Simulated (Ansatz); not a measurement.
# CH7NSi (built from SMILES CN[SiH3]): a reaction path by the nudged elastic band

What path joins these two structures, and how high does it climb? Both ends were relaxed at PBE0-D4 in triple zeta. A second band with other settings follows.

The runs use Ansatz 0.2.0, Gaussian basis; PBE0-D4/def2-SVP.

16 further runs of the same task are left out: 16 set aside as unsound or not needed.

### Step 1. Where the work starts

The first end: 10 atoms, charge 0, spin multiplicity 1.

Atoms are counted from 1 here; the program's logs count them from 0.

Bond lengths: Si1–N2 1.716 Å, Si1–H4 1.488 Å, Si1–H5 1.486 Å, Si1–H6 1.496 Å, N2–C3 1.447 Å, N2–H7 1.007 Å, C3–H8 1.094 Å, C3–H9 1.098 Å, C3–H10 1.093 Å. Angles: N2–Si1–H4 108.6°, N2–Si1–H5 107.4°, N2–Si1–H6 115.4°, H4–Si1–H5 110.9°, H4–Si1–H6 106.5°, H5–Si1–H6 108.1°, Si1–N2–C3 123.1°, Si1–N2–H7 117.6°, C3–N2–H7 113.7°, N2–C3–H8 110.9°, N2–C3–H9 113.8°, N2–C3–H10 109.5°, H8–C3–H9 108.0°, H8–C3–H10 107.0°, H9–C3–H10 107.4°.

Coordinates:

```xyz
10
CH7NSi
Si   -0.7672    1.1655   -0.0130
N     0.5380    0.1066   -0.3573
C     0.5743   -1.2724    0.0792
H    -2.0273    0.5386   -0.4962
H    -0.5028    2.4426   -0.7251
H    -0.9747    1.4765    1.4354
H     1.4502    0.5152   -0.4819
H     1.2033   -1.8747   -0.5824
H     0.9393   -1.4021    1.1069
H    -0.4329   -1.6958    0.0344
```

The second end:

```tsv
atom	x (Å)	y (Å)	z (Å)
Si1	-1.2020	1.2538	0.5013
N2	0.0852	0.0928	-0.5249
C3	0.2945	-1.2180	0.1015
H4	-0.2888	-0.0207	-1.4617
H5	-0.7580	2.4357	-0.3626
H6	-0.0984	1.4797	1.5367
H7	0.9627	0.5933	-0.6137
H8	0.9615	-1.8512	-0.4870
H9	0.7179	-1.0620	1.0930
H10	-0.6744	-1.7035	0.2174
```

### Step 2. The band at PBE0-D4/def2-SVP

The input, neb/in.yaml:

```yaml
crystal:
  periodic: [false, false, false]
  atoms:
    - {symbol: Si, position_ang: [-0.767243, 1.165524, -0.012971]}
    - {symbol: N, position_ang: [0.537959, 0.106603, -0.357333]}
    - {symbol: C, position_ang: [0.574254, -1.272414, 0.079196]}
    - {symbol: H, position_ang: [-2.027289, 0.538600, -0.496207]}
    - {symbol: H, position_ang: [-0.502813, 2.442615, -0.725094]}
    - {symbol: H, position_ang: [-0.974702, 1.476515, 1.435411]}
    - {symbol: H, position_ang: [1.450243, 0.515233, -0.481865]}
    - {symbol: H, position_ang: [1.203294, -1.874747, -0.582394]}
    - {symbol: H, position_ang: [0.939313, -1.402128, 1.106877]}
    - {symbol: H, position_ang: [-0.432913, -1.695802, 0.034382]}
basis:
  gaussian: {orbitals: def2-SVP}
hamiltonian: {xc: pbe0, dispersion: d4}
neb:
  images: 5
  climbing: true
  max_iterations: 40
  initial_path: idpp
  final_atoms:
    - {symbol: Si, position_ang: [-1.202043, 1.253827, 0.501263]}
    - {symbol: N, position_ang: [0.085212, 0.092805, -0.524889]}
    - {symbol: C, position_ang: [0.294518, -1.217994, 0.101509]}
    - {symbol: H, position_ang: [-0.288792, -0.020650, -1.461668]}
    - {symbol: H, position_ang: [-0.757979, 2.435731, -0.362631]}
    - {symbol: H, position_ang: [-0.098433, 1.479682, 1.536676]}
    - {symbol: H, position_ang: [0.962671, 0.593270, -0.613661]}
    - {symbol: H, position_ang: [0.961459, -1.851234, -0.487021]}
    - {symbol: H, position_ang: [0.717918, -1.061953, 1.093046]}
    - {symbol: H, position_ang: [-0.674430, -1.703485, 0.217377]}
```

Launch:

```sh
$ ansatz run in.yaml --threads 2 --pin off --events-out ev --progress --plain --max-ram 4352MiB
```

Standard output (excerpt; [...] marks lines left out):

```text
Functional definition: PBE0
  name "PBE0"
  cite "Adamo & Barone, J. Chem. Phys. 110, 6158 (1999) doi:10.1063/1.478522"
  cite "Perdew, Burke & Ernzerhof, Phys. Rev. Lett. 77, 3865 (1996) doi:10.1103/PhysRevLett.77.3865"
  parent pbe
[...]
883 factors; integrals over basis functions are off by at most 3.2e-4 eV
[...]
mean field -10507.91817279 eV, -386.1588703274 hartree, gradient 7.8e-5 eV, S^2 0.000000; 0 other end points of the search recorded, 0 dependent functions left out
[...]
reference -10507.91819918 eV, -386.1588712970 hartree; 17, 17 occupied and 64, 64 virtual orbitals, 883 factors
[... from here to the last solve, the lines of the solves are left out (104 solves) ...]
WARN: NEB end point (image 0): max|allowed force component| = 4.397e-1 eV/Å (the criterion of neb.relax_end_points is 1.000e-2). That is over neb.f_tol: it is no minimum, so the barrier can be far off. Relax it first
WARN: NEB end point (image 6): max|allowed force component| = 3.293e-1 eV/Å (the criterion of neb.relax_end_points is 1.000e-2). That is over neb.f_tol: it is no minimum, so the barrier can be far off. Relax it first
NEB iter   1: max|band force component| = 3.875e0 eV/Å  barrier→ = 3.6932 eV  barrier← = 2.4438 eV  Δτ_max = 0.2000 Å  (169 SCF iters)
[...]
NEB iter   4: max|band force component| = 6.006e-1 eV/Å  barrier→ = 2.6687 eV  barrier← = 1.4193 eV  Δτ_max = 0.1014 Å  (124 SCF iters)
[...]
NEB iter   7: max|band force component| = 1.113e0 eV/Å  barrier→ = 2.7415 eV  barrier← = 1.4921 eV  CI = image 3  Δτ_max = 0.0997 Å  (119 SCF iters)
[...]
NEB iter  10: max|band force component| = 5.367e-2 eV/Å  barrier→ = 2.8342 eV  barrier← = 1.5848 eV  CI = image 3  Δτ_max = 0.0341 Å  (115 SCF iters)
[...]
NEB iter  12: max|band force component| = 5.450e-2 eV/Å  barrier→ = 2.8328 eV  barrier← = 1.5834 eV  CI = image 3  Δτ_max = 0.0171 Å  (108 SCF iters)
[...]
NEB iter  13: max|band force component| = 2.343e-2 eV/Å  barrier→ = 2.8326 eV  barrier← = 1.5831 eV  CI = image 3  CI's point: of a kind that is not told: the force calls were inconclusive, a negative curvature could not be distinguished from the path's own, the only one lies far off the [...]
Total energy: -10505.21599594 eV, -386.0595671595 hartree
Atom 0 at    -0.893583     1.365728     0.109930 Å, force     0.010824    -0.007693    -0.006562 eV/Å
Atom 1 at     0.314366     0.040987    -0.544586 Å, force    -0.019491    -0.002455     0.012340 eV/Å
Atom 2 at     0.350734    -1.225304     0.143343 Å, force     0.005372    -0.002656    -0.000117 eV/Å
Atom 3 at    -0.969543     0.279549    -1.073207 Å, force     0.002026     0.002207    -0.000613 eV/Å
Atom 4 at    -0.193291     2.637012    -0.282561 Å, force     0.001042     0.001402     0.000440 eV/Å
Atom 5 at    -0.810676     1.310875     1.617221 Å, force    -0.001024    -0.000275     0.000316 eV/Å
Atom 6 at     1.192116     0.315270    -0.983438 Å, force     0.003244     0.005047    -0.005276 eV/Å
Atom 7 at     0.761386    -2.028652    -0.489363 Å, force    -0.000056     0.002271    -0.001402 eV/Å
Atom 8 at     0.930187    -1.185466     1.085112 Å, force    -0.000945     0.002400     0.001144 eV/Å
Atom 9 at    -0.681592    -1.509999     0.417552 Å, force    -0.000993    -0.000249    -0.000272 eV/Å
Dipole moment:     0.386645    -0.296539    -0.076132 e Å
```

Wall time 1.9 min (2 threads of Intel Xeon Platinum 8375C at 2.90GHz, shared host).

The last band:

```tsv
image	path (Å)	energy (eV)	N2–H4 (Å)	Si1–N2 (Å)	Si1–H4 (Å)
0	0.00	0.000	2.61	1.72	1.49
1	0.73	0.019	2.64	1.72	1.50
2	1.45	0.917	2.13	1.73	1.48
3	2.18	2.833	1.41	1.91	1.61
4	2.82	1.573	1.03	2.05	2.14
5	3.45	1.256	1.02	2.05	2.51
6	4.09	1.249	1.02	2.01	2.51
```

The highest image, 3:

```xyz
10
CH7NSi
Si   -0.8936    1.3657    0.1099
N     0.3144    0.0410   -0.5446
C     0.3507   -1.2253    0.1433
H    -0.9695    0.2795   -1.0732
H    -0.1933    2.6370   -0.2826
H    -0.8107    1.3109    1.6172
H     1.1921    0.3153   -0.9834
H     0.7614   -2.0287   -0.4894
H     0.9302   -1.1855    1.0851
H    -0.6816   -1.5100    0.4176
```

### Step 3. The band at BLYP-D4/def2-TZVP, other settings

neb/in.yaml, as its differences from that of step 2:

```diff
@@ -14,9 +14,9 @@
 basis:
-  gaussian: {orbitals: def2-SVP}
-hamiltonian: {xc: pbe0, dispersion: d4}
+  gaussian: {orbitals: def2-TZVP}
+hamiltonian: {xc: {name: BLYP}, dispersion: d4}
 neb:
-  images: 5
+  images: 7
   climbing: true
-  max_iterations: 40
-  initial_path: idpp
+  max_iterations: 60
+  initial_path: linear
   final_atoms:
```

Launch:

```sh
$ ansatz run in.yaml --threads 2 --pin off --events-out ev --progress --plain --max-ram 4352MiB
```

Standard output (excerpt; [...] marks lines left out):

```text
Functional definition: BLYP
  name "BLYP"
  cite "Becke, Phys. Rev. A 38, 3098 (1988) doi:10.1103/PhysRevA.38.3098"
  cite "Lee, Yang & Parr, Phys. Rev. B 37, 785 (1988) doi:10.1103/PhysRevB.37.785"
[...]
895 factors; their error is unknown
[...]
mean field -10518.76757671 eV, -386.5575785674 hartree, gradient 3.4e-5 eV, S^2 0.000000; 0 other end points of the search recorded, 0 dependent functions left out
[...]
reference -10518.76793786 eV, -386.5575918394 hartree; 17, 17 occupied and 124, 124 virtual orbitals, 895 factors
[... from here to the last solve, the lines of the solves are left out (120 solves) ...]
WARN: NEB end point (image 0): max|allowed force component| = 4.004e-1 eV/Å (the criterion of neb.relax_end_points is 1.000e-2). That is over neb.f_tol: it is no minimum, so the barrier can be far off. Relax it first
WARN: NEB end point (image 8): max|allowed force component| = 4.608e-1 eV/Å (the criterion of neb.relax_end_points is 1.000e-2). That is over neb.f_tol: it is no minimum, so the barrier can be far off. Relax it first
[...]
Total energy: -10516.35657122 eV, -386.4689757496 hartree
Atom 0 at    -0.889410     1.399866     0.139403 Å, force     0.003547     0.004150     0.003340 eV/Å
Atom 1 at     0.297721     0.047032    -0.542921 Å, force    -0.002528     0.001243    -0.000564 eV/Å
Atom 2 at     0.337621    -1.252291     0.133050 Å, force    -0.000955    -0.005697    -0.004427 eV/Å
Atom 3 at    -0.979371     0.298673    -1.063694 Å, force     0.003778    -0.004394    -0.003651 eV/Å
Atom 4 at    -0.147557     2.650514    -0.245397 Å, force    -0.000210     0.001552    -0.001625 eV/Å
Atom 5 at    -0.764955     1.332968     1.645196 Å, force    -0.000796    -0.001252     0.003572 eV/Å
Atom 6 at     1.164057     0.304901    -1.018565 Å, force    -0.002398     0.000941    -0.002672 eV/Å
Atom 7 at     0.730332    -2.039358    -0.524444 Å, force     0.001261     0.002999     0.001637 eV/Å
Atom 8 at     0.940505    -1.215966     1.055156 Å, force     0.000201     0.001318     0.003771 eV/Å
Atom 9 at    -0.688840    -1.526338     0.422218 Å, force    -0.001899    -0.000861     0.000618 eV/Å
Dipole moment:     0.362424    -0.322609    -0.098809 e Å
```

Wall time 2.8 min (2 threads of Intel Xeon Platinum 8375C at 2.90GHz, shared host).

The last band:

```tsv
image	path (Å)	energy (eV)	N2–H4 (Å)	Si1–N2 (Å)	Si1–H4 (Å)
0	0.00	0.000	2.61	1.72	1.49
1	0.57	-0.002	2.64	1.73	1.49
2	1.14	0.186	2.48	1.72	1.49
3	1.70	1.409	1.96	1.76	1.49
4	2.27	2.764	1.40	1.92	1.63
5	2.77	1.804	1.05	2.06	2.04
6	3.27	1.377	1.02	2.09	2.46
7	3.77	1.321	1.02	2.07	2.56
8	4.27	1.336	1.02	2.01	2.51
```

The highest image, 4:

```
Si   -0.8894    1.3999    0.1394
N     0.2977    0.0470   -0.5429
C     0.3376   -1.2523    0.1331
H    -0.9794    0.2987   -1.0637
H    -0.1476    2.6505   -0.2454
H    -0.7650    1.3330    1.6452
H     1.1641    0.3049   -1.0186
H     0.7303   -2.0394   -0.5244
H     0.9405   -1.2160    1.0552
H    -0.6888   -1.5263    0.4222
```

### Step 4. Results

| quantity | value |
| --- | --- |
| PBE0-D4/def2-SVP, 13 iterations | highest 2.833 eV (image 3), last end +1.249 eV |
| BLYP-D4/def2-TZVP, 11 iterations | highest 2.764 eV (image 4), last end +1.336 eV |
| from earlier runs: barrier over the separately found saddle, CCSD(T)/def2-TZVPP | 3.098 eV |

What this shows: The highest image lies 2.833 eV above the first end, and it climbed, so it estimates the saddle. The ends are not quite minima at this level (largest force component 0.44 eV/Å), so the heights are unreliable: relaxing the first end would lower it and raise the barrier above it. The highest image is 0.265 eV below the CCSD(T) barrier in triple zeta, which comes from separate runs on the saddle. The second band's highest image lies at 2.764 eV; the levels differ.
